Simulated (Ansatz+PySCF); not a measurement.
A calculation with PySCF 2.14.0.

```python
from pyscf import gto, scf

mol = gto.M(atom="""
C 0.000000 0.000000 -0.555930
C 0.000000 0.000000 0.555930
H 0.000000 0.000000 -1.544910
H 0.000000 0.000000 1.544910
""", basis='def2-svp', charge=0, spin=0)
mf = scf.UHF(mol)
mf.init_guess = 'huckel'
mf.kernel()
while True:  # follow internal instabilities
    mo, _, stable, _ = mf.stability(return_status=True)
    if stable: break
    mf.kernel(mf.make_rdm1(mo, mf.mo_occ))
print(mf.converged, mf.e_tot, mf.spin_square()[0])
```

The script is written out from the run's settings.

Results

```
Converged                       : yes
Total energy                    : -76.73561 hartree
Spin squared of the determinant : 0.000
```
